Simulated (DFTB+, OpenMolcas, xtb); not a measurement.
# P3H3 (SMILES [pH]1[pH][pH]1): methods side by side

P3H3 has 6 atoms, charge 0, and is taken as a singlet. SMILES: `[pH]1[pH][pH]1`. The coordinates come from a GFN2-xTB relaxation.

Quantity: the dipole moment, in D. The values are calculated.

```json
{"level": "DFTB3-D3(BJ)", "kind": "semi-empirical", "program": "DFTB+", "value (D)": "0.75"}
{"level": "GFN2-xTB", "kind": "semi-empirical", "program": "xtb", "value (D)": "2.61"}
{"level": "GFN0-xTB", "kind": "semi-empirical", "program": "xtb", "value (D)": "0.88"}
{"level": "GFN1-xTB", "kind": "semi-empirical", "program": "xtb", "value (D)": "2.13"}
{"level": "HF/STO-3G", "kind": "Hartree–Fock", "program": "OpenMolcas", "value (D)": "1.47"}
{"level": "HF/3-21G", "kind": "Hartree–Fock", "program": "OpenMolcas", "value (D)": "3.05"}
{"level": "HF/def2-SVP", "kind": "Hartree–Fock", "program": "OpenMolcas", "value (D)": "2.26"}
{"level": "SVWN5/def2-SVP", "kind": "LDA", "program": "OpenMolcas", "value (D)": "2.28"}
{"level": "TPSS/6-31G", "kind": "meta-GGA", "program": "OpenMolcas", "value (D)": "3.08"}
{"level": "B3LYP/6-31G* (spherical functions)", "kind": "global hybrid", "program": "OpenMolcas", "value (D)": "2.29"}
```

The values span 0.75 to 3.08 D. Magnitudes only: a small dipole may point the other way at some levels. Sets without polarisation functions give poor dipoles.
